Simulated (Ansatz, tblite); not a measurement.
Cost and result up the ladder for (H2Al-mu-H)3 (Al₃H₉) (12 atoms). Charge 0, multiplicity 1. Geometry: r2SCAN-D4/def2-SVP.

```xyz
12

Al    1.306   -0.372    0.585
H     2.691   -0.770    1.206
H     0.663   -1.416   -0.715
H     1.330    0.680   -0.860
Al   -0.191   -0.038   -1.466
H    -0.835    1.382   -0.595
H    -0.395   -0.082   -3.021
H    -1.501   -0.715   -0.452
Al   -1.115    0.410    0.881
H    -2.296    0.852    1.814
H    -0.161   -1.014    1.384
H     0.503    1.084    1.238
```

Ansatz on 4 threads of Arm Neoverse V2 on a shared host; xTB runs through tblite on one thread. Times are rough, summed over both states, and most runs start from the orbitals of an earlier one. PBE0-D4/def2-TZVP serves as the yardstick here, not as an exact answer. The other state is a triplet.

The xTB rows come from tblite. HOMO above LUMO, or a gap near zero within one spin, warns that the state may not be the lowest or that an electron is smeared out.

Run but left out: PBE-D4/def2-TZVP (triplet: an occupied level 0.17 eV above an empty one).

xTB has no spin-polarisation term.

```csv
level,functions,wall time
GFN2-xTB,36,0.011 s
GFN1-xTB,45,0.013 s
PBE0-D4/def2-TZVP (with forces),165,11 s
r2SCAN-D4/def2-TZVP,165,15 s
```

Problem. Estimate what each level gives for the vertical triplet (eV).

Solution. 
```
                          level  vertical triplet (eV)  difference from PBE0-D4/def2-TZVP (eV)                                  remarks
                       GFN2-xTB                   4.46                                    0.09                                        –
                       GFN1-xTB                   4.66                                    0.29                                        –
PBE0-D4/def2-TZVP (with forces)                   4.37                                    0.00                                        –
            r2SCAN-D4/def2-TZVP                   4.14                                   -0.24  gap within one spin near zero (triplet)
```
